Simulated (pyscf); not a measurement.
Thermochemistry of product channels of F–SiH(F)–SiH₃ on the singlet surface, in kcal/mol, from ωB97M-D3(BJ)/def2-TZVP energies (ideal gas, 1 atm, RRHO with modes under 100 cm⁻¹ raised to 100, one conformer, R ln 2 for chiral ones without a mode under 150 cm⁻¹). Single points on ωB97X-D3(BJ)/def2-SVP structures (PySCF, gas phase).

```
products                         ΔE  ΔH(298 K)  ΔG(298 K)  ΔG(900 K)
----------------------------  -----  ---------  ---------  ---------
F–SiH₃ + F–SiH: [singlet]       ___      +46.2      +35.7      +15.9
F–SiH₂–SiH₂–F                   ___       +8.1       +8.7      +10.0
F–Si(F)=SiH₂ + H₂             +54.7      +51.0      +42.6      +24.8
F–SiH(F)–SiH: [singlet] + H₂    ___      +55.5      +46.7      +28.0
```

Question: Some entries are withheld; supply them.

Answer: 
- F–SiH₃ + F–SiH: [singlet], ΔE: +48.1
- F–SiH₂–SiH₂–F, ΔE: +7.8
- F–SiH(F)–SiH: [singlet] + H₂, ΔE: +58.8

These are energies of the channels, which say nothing of barriers.
